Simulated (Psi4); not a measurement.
This Psi4 input (wB97X-V/6-311+G**) gives -399.33741 Eh with 42 basis functions.

```
memory 8100 MB

molecule {
0 1
S     0.00184013    0.00030176    0.10309296
H    -0.00752722    0.96781232   -0.82771199
H    -0.02191490   -0.97264043   -0.82177540
}

set {
  basis 6-311+g**
  scf_type df
}

energy('wb97x-v')
print_variables()
```

Change:
```diff
- basis 6-311+g**
+ basis def2-tzvpp
```

**Question.** What does the run give now?

**Answer.** -399.34254 Eh (wB97X-V/def2-TZVPP, 70 functions), a change of -5.13 mEh.
